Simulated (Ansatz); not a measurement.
C3H7Cl, singlet: the ladder up to RCCSDTQ

Geometry: MP2(full)/6-31G*, from the G2/97 set.

```xyz
11

C     1.0494   -0.6518    0.0000
C     2.5224   -0.2546    0.0000
C     0.1568    0.5735    0.0000
H     0.8205   -1.2616    0.8792
H     0.8205   -1.2616   -0.8792
H     3.1622   -1.1404    0.0000
Cl   -1.5760    0.1303    0.0000
H     2.7717    0.3382   -0.8847
H     2.7717    0.3382    0.8847
H     0.3296    1.1864    0.8865
H     0.3296    1.1864   -0.8865
```

Basis STO-3G; Ansatz 0.2.0. Correlated methods freeze the noble-gas cores, which leaves 26 electrons in 23 orbitals. R marks a restricted (for open shells ROHF) determinant. Active spaces: frontier = (8e, 8o) about the gap.

Full CI isn't at hand for all of this; RCCSDTQ serves as the reference, and is uncertain by about the last step of the cluster series.

- UHF ⟨S²⟩: 0.000
- T1 diagnostic (RCCSD): 0.0042
- largest doubles amplitude (RCCSD): 0.070

```json
{"level": "RHF", "E − E(RCCSDTQ) (kcal/mol)": "138.29", "share of correlation (%)": "0.00", "wall time": "–"}
{"level": "RMP2", "E − E(RCCSDTQ) (kcal/mol)": "35.13", "share of correlation (%)": "74.60", "wall time": "–"}
{"level": "CISD", "E − E(RCCSDTQ) (kcal/mol)": "13.32", "share of correlation (%)": "90.37", "wall time": "0.94 s"}
{"level": "RCCSD", "E − E(RCCSDTQ) (kcal/mol)": "1.18", "share of correlation (%)": "99.15", "wall time": "–"}
{"level": "RCCSD(T)", "E − E(RCCSDTQ) (kcal/mol)": "0.33", "share of correlation (%)": "99.76", "wall time": "0.3 s"}
{"level": "BCCD(T)", "E − E(RCCSDTQ) (kcal/mol)": "0.34", "share of correlation (%)": "99.76", "wall time": "0.46 s"}
{"level": "RCCSDT", "E − E(RCCSDTQ) (kcal/mol)": "0.14", "share of correlation (%)": "99.90", "wall time": "–"}
{"level": "CISDTQ", "E − E(RCCSDTQ) (kcal/mol)": "0.77", "share of correlation (%)": "99.44", "wall time": "11 s (H100)"}
{"level": "RCCSDT(Q)", "E − E(RCCSDTQ) (kcal/mol)": "0.02", "share of correlation (%)": "99.99", "wall time": "3.7 s"}
{"level": "CASSCF (frontier space)", "E − E(RCCSDTQ) (kcal/mol)": "91.19", "share of correlation (%)": "34.06", "wall time": "–"}
{"level": "NEVPT2 (frontier space)", "E − E(RCCSDTQ) (kcal/mol)": "24.33", "share of correlation (%)": "82.40", "wall time": "6.5 s"}
```

The correlation energy at RCCSDTQ, counted from RHF, is -5.997 eV. That run took 21 s on 2 threads of AMD EPYC 7R13 with a shared H100 80 GB, shared host.

Times hold each run's SCF and search for its determinant on a shared host, so for small cases they say little of a method's own cost; rows without a card ran on 1 thread of AMD EPYC 7R13.

Atomization energy (electronic, same basis, no zero-point term; atoms at the same level, unrestricted beside the R rows where the molecule is a closed shell, with restricted open-shell steps beyond CCSDT(Q)) at RCCSDTQ: 4310.6 kJ/mol. Errors of other levels:

| level | error (kJ/mol) |
| --- | --- |
| RHF | -419.3 |
| RMP2 | -65.2 |
| CISD | -55.7 |
| RCCSD | -4.9 |
| RCCSD(T) | -1.4 |
| BCCD(T) | -1.4 |
| RCCSDT | -0.6 |
| CISDTQ | -3.2 |
| RCCSDT(Q) | -0.1 |

This basis is far from its limit, so the value isn't to be set against a measured one. Truncated CI isn't size-consistent, which counts against it in atomization.
